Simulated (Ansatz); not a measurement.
We consider hcp Y, described by r²SCAN (PAW; Ansatz, a quantum-chemistry and plane-wave program).

Settings: plane-wave cutoff 600 eV, 24×24×12 k mesh (along the axes of the cell as run), Fermi–Dirac smearing 0.026 eV (set by the program), scalar-relativistic PAW data made under PBE.

Computed at the level's own relaxed cell.

```
Y
1.0
    3.68328     0.00000     0.00000
   -1.84164     3.18981     0.00000
    0.00000     0.00000     5.69935
Y
2
Direct
  0.66667   0.33333   0.75000
  0.33333   0.66667   0.25000
```

Problem. Give the elastic tensor (Voigt notation, GPa, ions relaxed, in the Cartesian axes of the cell as printed).

Solution. 
```
   76.9    29.1    19.7     0.0     0.0     0.0
   29.1    76.9    19.7     0.0     0.0     0.0
   19.7    19.7    76.3     0.0     0.0     0.0
    0.0     0.0     0.0    23.3     0.0     0.0
    0.0     0.0     0.0     0.0    23.3     0.0
    0.0     0.0     0.0     0.0     0.0    23.9
```

Measured, for comparison: elastic constant C11 83.4 ± 0.2 GPa, elastic constant C12 29.1 ± 0.3 GPa, elastic constant C44 26.9 ± 0.06 GPa, elastic constant C33 80.1 ± 0.2 GPa, elastic constant C13 19 ± 4 GPa (0 K, extrapolated to 0 K; as tabulated in Elastic Constants of Yttrium Single Crystals in the Temperature Range 4.2-400 K). Computed (rounded) less measured: elastic constant C11 -8 %, elastic constant C12 0.0 % (inside the measured uncertainty), elastic constant C44 -13 %, elastic constant C33 -5 %, elastic constant C13 +4 % (inside the measured uncertainty).

Computed values are for the static lattice.
